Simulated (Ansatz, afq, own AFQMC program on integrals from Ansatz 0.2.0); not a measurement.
## C2H7, doublet in cc-pVDZ, levels against CCSDT(Q)

```xyz
9

C    -1.2139    0.0000    0.0000
H    -1.5771    1.0273    0.0000
H    -1.5771   -0.5137    0.8897
H    -1.5771   -0.5137   -0.8897
H    -0.0319    0.0000    0.0000
C     1.2891    0.0000    0.0000
H     1.2891   -1.0800    0.0000
H     1.2891    0.5400    0.9353
H     1.2891    0.5400   -0.9353
```

Basis cc-pVDZ. Noble-gas cores (and the filled d shells of Ga–Kr and In–Xe) are frozen. AFQMC by an in-house program on the Cholesky factors that Ansatz 0.2.0 writes for its CCSD(T) run. The CISD trial takes its coefficients from CCSD amplitudes. Released means that phaseless walkers are propagated on without the constraint, phases kept. Uncertainties: one standard error, sampling alone.

Determinant: UHF, the one that the program's search chose, which needn't be the lowest solution. The geometry is a point of a scan.

No full CI on the walks' own integrals is used here; CCSDT(Q) serves as the reference and is uncertain by about the last step of the cluster series.

The T1 diagnostic is 0.0108, the weight of the determinant in the CISD state is 0.872 and the ⟨S²⟩ of the determinant is 0.777. The size of the correlated space is 15 electrons in 61 orbitals.

Reference: CCSDT(Q), correlation energy -9.831 eV. The released energy is read at 1.50 1/Eh (meV from the phaseless value at times in 1/Eh: -7 ± 4 at 0.24, -10 ± 4 at 0.51, -12 ± 4 at 0.99, -7 ± 4 at 1.50).

```
         level  E − E(reference) (meV)  share of correlation (%)
            HF                  9831.1                      0.00
           MP2                  1466.4                     85.08
          CCSD                   266.1                     97.29
       CCSD(T)                    35.5                     99.64
         CCSDT                    10.9                     99.89
 ph-AFQMC/CISD               8.6 ± 4.5                     99.91
released AFQMC               1.5 ± 4.4                     99.99
```

A walk keeps the symmetry of its determinant, which the program's search chose and which needn't be the lowest solution, so a lower state of the same spin and another symmetry isn't excluded. Released energies are given only where the last usable release times agree within the noise; a slower fall can still hide under it.
